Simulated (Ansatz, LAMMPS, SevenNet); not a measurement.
Longitudinal phonon frequency at L of fcc Al: levels of theory against measurement

Reference value: 323 cm⁻¹ (measured, temperature not stated, not corrected to a static lattice; as tabulated in Savrasov and Savrasov (1996), arXiv:cond-mat/9604124).

| level (code) | value (cm⁻¹) | cell (Å³/atom) | difference (%) |
|---|---|---|---|
| EAM Al_zhou.eam.alloy (LAMMPS) | 281 | 17.00 | -13.0 |
| Morse jacobson2022 (LAMMPS) | 475 | 16.48 | +47 |
| SevenNet-l3i5 | 265 | 16.47 | -18.0 |
| r²SCAN (Ansatz) | 348 | 15.90 | +7.7 |
| r²SCAN+rVV10 (Ansatz) | 351 | 15.84 | +8.7 |

Once the reference is moved by up to 3.0 % (a margin picked here for doubts on the reference and the settings, and for temperature and zero-point motion) and values within 1.0 % count as equal, the nearest can be r²SCAN (+7.7 %), r²SCAN+rVV10 (+8.7 %) or EAM Al_zhou.eam.alloy (-13.0 %). Among them Morse jacobson2022 (+47 %) misses by most.

The reference isn't brought to a static lattice, while the calculations are for one, so the differences are not the levels' errors alone.  Each level is taken at its own relaxed cell. Ansatz's density-functional and Hartree–Fock values are scalar-relativistic unless marked +SOC, with PAW data made under PBE.

Empirical potentials (EAM Al_zhou.eam.alloy, Morse jacobson2022) are fitted to chosen data: where that held the value shown, agreement is built in, and what lay outside the fit can be far off. Machine-learned potentials (SevenNet-l3i5) are trained on DFT data: a solid inside that data is no test of them.

Differences are worked out from the printed values.

Ansatz is an electronic-structure program.
